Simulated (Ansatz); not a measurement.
Born–Oppenheimer molecular dynamics of C3H6 + Cl (10 atoms, charge -1, multiplicity 1). It starts from a relaxed structure.

Computed with RKS PBE0/STO-3G (Ansatz).

```json
{
  "ensemble": "NVE (velocity Verlet)",
  "time step": "0.5 fs",
  "steps asked": "600",
  "starting velocities drawn for": "400 K",
  "seed": "497590"
}
```

First frame:

```xyz
10
Properties=species:S:1:pos:R:3
Cl 0.157 0.388 -3.232
C 0.020 0.730 0.762
C 0.581 -0.242 -0.259
C -0.633 -0.626 0.567
H 0.559 0.904 1.698
H -0.507 1.611 0.390
H 1.518 -0.734 0.023
H 0.436 -0.011 -1.384
H -1.601 -0.661 0.063
H -0.531 -1.359 1.372
```

Problem. What does the run give?

Solution. All steps were run.

| Property | Result |
| --- | --- |
| steps done | 600 |
| time covered | 300 fs |
| mean temperature over the second half | 200 K |
| spread of the potential energy over the second half | 5.8 meV per atom |
| mean potential energy of the second half above the start | 20.8 meV per atom |

The conserved energy stayed within 0.17 meV per atom of its start (net change 0.14 meV per atom), so the integration is sound. The temperature averaged 0.50 of the 400 K drawn at the start: a run that starts near a minimum puts about half its kinetic energy into the potential. A run of 0.3 ps of so small a system gives no equilibrium averages. Limits of this set-up: minimal basis, an anion without diffuse functions, the dipole of an ion depends on the origin.

Problem. What happens to the structure?

Solution. The same pairs are bonded in the first frame and the last. Pairs count as bonded within 1.25 times the sum of covalent radii (0.12 Å more for H–H). The details hang on the random start.

Problem. How do temperature and energy run in time?

Solution. 
```csv
time (fs),T (K),potential energy less start (eV),conserved less start (meV/atom)
0.0,400,0.000,0.00
10.0,193,0.215,0.06
20.0,224,0.183,0.09
30.0,136,0.274,0.10
40.0,338,0.064,0.05
50.0,198,0.210,0.07
60.0,216,0.192,0.09
70.0,122,0.288,0.10
80.0,294,0.110,0.06
90.0,181,0.227,0.09
100.0,210,0.197,0.11
110.0,110,0.301,0.13
120.0,257,0.149,0.09
130.0,186,0.222,0.10
140.0,180,0.228,0.11
150.0,134,0.276,0.12
160.0,222,0.185,0.11
170.0,181,0.228,0.11
180.0,145,0.264,0.11
190.0,139,0.271,0.10
200.0,210,0.198,0.06
210.0,237,0.169,0.05
220.0,137,0.273,0.10
230.0,143,0.267,0.11
240.0,188,0.220,0.09
250.0,235,0.172,0.10
260.0,141,0.269,0.13
270.0,128,0.283,0.14
280.0,149,0.261,0.14
290.0,256,0.150,0.11
300.0,143,0.268,0.14
```

Time of the run: 4 min on 1 thread of AMD EPYC 9R45 96-Core Processor (Zen 5), on a shared host, peak memory 0.12 GiB.
